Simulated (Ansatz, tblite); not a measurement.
**PPPP tetrahedron (P₄): rung by rung**

Aim: run the singlet of PPPP tetrahedron (P₄) at one geometry on many levels, and compare frontier levels, spin and run time.

The runs use Ansatz 0.2.0, Gaussian basis; as each input shows.

The runs, in order: GFN1-xTB, GFN2-xTB, PBE-D4/def2-TZVP, r2SCAN-D4/def2-TZVP, r2SCAN0-D4/def2-TZVP, B97M-V/def2-TZVP, PBE-QIDH/def2-TZVP, B2PLYP/def2-TZVP, ωB97M-V/def2-TZVP, B3LYP-D4/def2-TZVP, BLYP-D4/def2-TZVP, PBE-D4/def2-SVP, PBE0-D4/def2-SVP, HF/STO-3G, HF/6-31G, B3LYP-D4/6-31G, CCSD(T)/def2-TZVPP, MP2/def2-TZVP, RPA/def2-TZVP.

### 1 The structure

The geometry is that of the singlet, from an earlier relaxation (PBE0-D4/def2-TZVP).

4 atoms, charge 0, spin multiplicity 1.

Bond lengths: P1–P2 2.184 Å, P1–P3 2.184 Å, P1–P4 2.184 Å, P2–P3 2.184 Å, P2–P4 2.184 Å, P3–P4 2.184 Å. Angles: P2–P1–P3 60.0°, P2–P1–P4 60.0°, P3–P1–P4 60.0°, P1–P2–P3 60.0°, P1–P2–P4 60.0°, P3–P2–P4 60.0°, P1–P3–P2 60.0°, P1–P3–P4 60.0°, P2–P3–P4 60.0°, P1–P4–P2 60.0°, P1–P4–P3 60.0°, P2–P4–P3 60.0°.

PBE0-D4/def2-TZVP was run before; its log isn't repeated, and its numbers join the tables.

### 2 GFN1-xTB

Tight binding, by tblite at 300 K electronic temperature and without a spin-polarisation term:

```python
tblite.interface.Calculator('GFN1-xTB', numbers, positions, charge=0, uhf=0).singlepoint()
```

Energy -286.0776 eV, HOMO -10.55 eV, LUMO -6.95 eV; 0.004 s.

### 3 GFN2-xTB

Tight binding, by tblite at 300 K electronic temperature and without a spin-polarisation term:

```python
tblite.interface.Calculator('GFN2-xTB', numbers, positions, charge=0, uhf=0).singlepoint()
```

Energy -274.9006 eV, HOMO -11.17 eV, LUMO -7.64 eV; 0.004 s.

### 4 PBE-D4/def2-TZVP

start.molden holds the orbitals of an earlier run on this state, given as this run's starting guess.

in.yaml reads:

```yaml
crystal:
  periodic: [false, false, false]
  atoms:
    - {symbol: P, position_ang: [1.237007, 0.508452, 0.014867]}
    - {symbol: P, position_ang: [-0.533771, 0.090076, 1.223033]}
    - {symbol: P, position_ang: [0.050131, -1.284034, -0.371093]}
    - {symbol: P, position_ang: [-0.753377, 0.685506, -0.866807]}
basis:
  gaussian: {orbitals: def2-TZVP, initial_orbitals: start.molden}
hamiltonian: {xc: pbe, dispersion: d4}
scf: {omitted_lower_state_checks: [starts]}
output: {orbitals: {seedname: orbitals}}
```

Launch:

```bash
$ ansatz run in.yaml --threads 4 --pin off --events-out ev --progress --plain --max-ram 3916MiB
```

The runs that follow: r2SCAN-D4/def2-TZVP; r2SCAN0-D4/def2-TZVP; B97M-V/def2-TZVP; PBE-QIDH/def2-TZVP; B2PLYP/def2-TZVP; ωB97M-V/def2-TZVP; B3LYP-D4/def2-TZVP; BLYP-D4/def2-TZVP; PBE-D4/def2-SVP; PBE0-D4/def2-SVP; HF/STO-3G; HF/6-31G; B3LYP-D4/6-31G; CCSD(T)/def2-TZVPP; MP2/def2-TZVP; RPA/def2-TZVP.

Before running them: what should the planned runs give, taken together? Wanted: gap in def2-TZVP, named functionals, smallest and largest; correlation energy, CCSD(T)/def2-TZVPP; correlation energy, MP2/def2-TZVP; binding an atom, CCSD(T)/def2-TZVPP; PBE0 total energy, smallest basis above largest.

**Answer**, as computed:

| quantity | value |
| --- | --- |
| gap in def2-TZVP, named functionals, smallest and largest | 5.02 eV (BLYP-D4), 10.76 eV (ωB97M-V) |
| correlation energy, CCSD(T)/def2-TZVPP | -17.56 eV |
| correlation energy, MP2/def2-TZVP | -15.70 eV |
| binding an atom, CCSD(T)/def2-TZVPP | 2.831 eV |
| PBE0 total energy, smallest basis above largest | 13.15 eV (def2-SVP, def2-TZVP) |

**Reading.** Orbital gaps of the named functionals in def2-TZVP span 5.02 eV (BLYP-D4) to 10.76 eV (ωB97M-V); exact exchange widens it. A small miss in a minimal or small basis is a cancelling of errors, not accuracy. The functionals in def2-TZVP miss CCSD(T)/def2-TZVPP by +0.219 (B2PLYP) to +0.604 eV (B97M-V) an atom. CCSD(T)/def2-TZVPP isn't at the basis-set limit; small misses against it rank nothing.
